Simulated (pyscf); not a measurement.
Single points on ωB97X-D3(BJ)/def2-SVP structures (PySCF, gas phase).

Q: Estimate the classical barrier height and the reaction energy of O=WH(OH)(Cl)–Cl → O=W(=O)(Cl)–Cl + H₂ at ωB97M-D3(BJ)/def2-TZVP. The step runs on the singlet surface, breaks H–O, H–W and forms H–H; take the reactant's lowest minimum found as zero.

A: ΔE‡ = 1.36 eV, ΔE = -0.23 eV. Zero-point energy shifts the barrier by -0.12 eV. It is an elimination, with an imaginary mode of 1695i cm⁻¹. At the saddle there is also a short H–W contact that neither side keeps. One saddle was located; it need not be the lowest between these sides. Elements past Kr carry the def2 core potentials, without spin-orbit coupling.
